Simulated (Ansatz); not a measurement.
Reaction (ligand exchange at a P–N bond): `F/C=N/P` + dimethylamine → `CN(C)P` + `N=CF`

Program: Ansatz. Geometries: PBE0-D4/def2-TZVP. ΔE: electronic, gas phase. CBS: MP2 limit from def2 TZ/QZ plus the TZ coupled-cluster correction, frozen cores. This one scheme is used for every species. Functionals use def2-TZVPP. B3LYP here is the variant with VWN-RPA as its local correlation; programs differ in this. HSE06 is defined as in plane-wave codes. One conformer a species, not always the lowest.

**Question.** Is it downhill or uphill in electronic energy at CCSD(T)/CBS, and by how much? (Estimate.)

**Answer.** The calculation gave: Downhill: ΔE = -14.3 kJ/mol.

**Question.** What do these levels give: B3LYP-D4, r2SCAN0-D4, HSE06-D4, PBE, PBE0, CAM-B3LYP? (An estimate is asked.)

**Answer.** The calculation gave: B3LYP-D4 -12.4, r2SCAN0-D4 -12.1, HSE06-D4 -11.8, PBE -7.1, PBE0 -8.7, CAM-B3LYP -9.4 kJ/mol.

Largest T1 diagnostic among the species: 0.014.

From BLYP to BHLYP (50 % exact exchange), in def2-TZVPP and without D4, ΔE moves by −4.1 kJ/mol. Leaving LDA and LC-ωPBE aside and taking each functional with its dispersion term where it has one, the values, not all of them listed here, spread over 4.2 kJ/mol, from revPBE-D4 to B2PLYP. LDA lies −8.1 kJ/mol from PBE without D4.
